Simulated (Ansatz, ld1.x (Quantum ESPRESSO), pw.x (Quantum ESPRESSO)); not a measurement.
# pw.x on fcc Al: one setting changed

Potential: PAW, ld1.x (Quantum ESPRESSO) 7.5, PBEsol; core [Ne], reference 3s2 3p1; waves: 3s (bound): rcut 2.05, rcutus 2.25 bohr; 3s channel at 1.1 Ry: rcut 2.05, rcutus 2.25 bohr; 3p (bound): rcut 1.55, rcutus 2.15 bohr; 3p channel at 0.85 Ry: rcut 1.55, rcutus 2.15 bohr; 3d channel at -0.1 Ry: rcut 1.45, rcutus 1.95 bohr; local part: all-electron potential smoothed inside 1.95 bohr (lloc = -1); core correction: Bessel-smoothed model core inside 1.05 bohr; augmentation: PSQ, radius 1.45 bohr.

The reference run (k-mesh 14³, cutoffs 40/320 Ry, Fermi–Dirac 0.01 Ry, mixing_beta 0.4, conv_thr 1e-9, no spin) gives -0.06 GPa at 16.207 Å³/atom, where all-electron LAPW gives -0.16 GPa. This run, with its own iteration cap, changes k-mesh shift to 1.

```
&control
  calculation='scf', prefix='x', pseudo_dir='./', outdir='./tmp', tstress=.true., disk_io='none'
/
&system
  ibrav=0, nat=1, ntyp=1, ecutwfc=40, ecutrho=320, nbnd=8,
  occupations='smearing', smearing='fd', degauss=0.01
/
&electrons
  conv_thr=1e-09, mixing_beta=0.4, electron_maxstep=60
/
ATOMIC_SPECIES
Al 1.0 Al.UPF
CELL_PARAMETERS angstrom
  0.00000000 2.00858807 2.00858807
  2.00858807 0.00000000 2.00858807
  2.00858807 2.00858807 0.00000000
ATOMIC_POSITIONS crystal
Al 0.0000 0.0000 0.0000
K_POINTS automatic
14 14 14 1 1 1
```

```bash
pw.x < Al.scf.in > Al.scf.out
```

**Question.** How does the run end?

**Answer.** It converges in 6 iterations; the free energy moves by -4.2 meV/atom and the pressure by +0.13 GPa.

```
Message from routine setup:
     using ibrav=0 with symmetry is DISCOURAGED, use correct ibrav instead
     lattice parameter (alat)  =       5.3679  a.u.
     unit-cell volume          =     109.3703 (a.u.)^3
     number of electrons       =         3.00
     number of Kohn-Sham states=            8
     kinetic-energy cutoff     =      40.0000  Ry
     charge density cutoff     =     320.0000  Ry
     scf convergence threshold =      1.0E-09
     Exchange-correlation= SLA  PW   PSX  PSC
     number of k points=   280  Fermi-Dirac smearing, width (Ry)=  0.0100
     iteration #  1     ecut=    40.00 Ry     beta= 0.40
     total energy              =     -38.51680672 Ry
     estimated scf accuracy    <       0.00528308 Ry
     iteration #  2     ecut=    40.00 Ry     beta= 0.40
     total energy              =     -38.51619770 Ry
     estimated scf accuracy    <       0.00172825 Ry
     iteration #  3     ecut=    40.00 Ry     beta= 0.40
     total energy              =     -38.51623983 Ry
     estimated scf accuracy    <       0.00000213 Ry
     iteration #  4     ecut=    40.00 Ry     beta= 0.40
     total energy              =     -38.51624014 Ry
     estimated scf accuracy    <       0.00000003 Ry
     iteration #  5     ecut=    40.00 Ry     beta= 0.40
     total energy              =     -38.51624014 Ry
     estimated scf accuracy    <          3.9E-09 Ry
     iteration #  6     ecut=    40.00 Ry     beta= 0.40
     the Fermi energy is     8.0407 ev
!    total energy              =     -38.51624014 Ry
     estimated scf accuracy    <          6.5E-11 Ry
     smearing contrib. (-TS)   =      -0.00189762 Ry
     The total energy is F=E-TS. E is the sum of the following terms:
     one-electron contribution =       3.21541065 Ry
     hartree contribution      =       0.00629950 Ry
     xc contribution           =     -12.23069959 Ry
     ewald contribution        =      -5.43561944 Ry
     one-center paw contrib.   =     -24.06973364 Ry
     convergence has been achieved in   6 iterations
          total   stress  (Ry/bohr**3)                   (kbar)     P=        0.69
     Message from routine punch:
     Nothing written, as per user request (disk_io='none')
```

The run took about 16 s on one core of a shared host (Neoverse-V1, 32 threads, 247 GiB, load 27).
